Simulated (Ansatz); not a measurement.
C3H7FO can be A, `CCOCF`, or B, `CCC(O)F`.

Computed with Ansatz on PBE0-D4/def2-TZVP structures; ΔE is electronic, products minus reactants. CBS: MP2 limit from def2 TZ/QZ plus the TZ coupled-cluster correction, frozen cores. DFT in def2-TZVPP. B3LYP here is the variant with VWN-RPA as its local correlation; programs differ in this. Each species was taken in one conformer, which may not be the lowest.

(1) Which isomer does CCSD(T)/CBS put lower? Give the gap. (An estimate is asked.)

(2) Give E(B) − E(A) in kJ/mol with HF/def2-TZVPP, LDA (SPW92), MP2/def2-TZVPP, CCSD/def2-TZVPP, CCSD(T)/def2-TZVPP, B3LYP, PBE-D4. (Best estimate.)

(3) Does the order hold for the free energy at 298.15 K (harmonic terms from PBE0-D4)? (An estimate is asked.)

Largest T1 diagnostic: 0.011.

## Answers

(1) The calculation gave: B, by 55.6 kJ/mol.

(2) The calculation gave: HF/def2-TZVPP -45.0, LDA (SPW92) -55.7, MP2/def2-TZVPP -57.1, CCSD/def2-TZVPP -53.1, CCSD(T)/def2-TZVPP -53.3, B3LYP -46.0, PBE-D4 -50.9. None reverses the order clearly.

(3) Ansatz gave: Yes: G(B) − G(A) = -54.5 kJ/mol, for one conformer each.

From BLYP to BHLYP (50 % exact exchange), in def2-TZVPP and without D4, E(B) − E(A) moves by −5.8 kJ/mol. Leaving LDA and LC-ωPBE aside and taking each functional with its dispersion term where it has one, the values, not all of them listed here, spread over 11.0 kJ/mol, from PBE-QIDH to BLYP-D4. LDA lies −5.9 kJ/mol from PBE without D4.
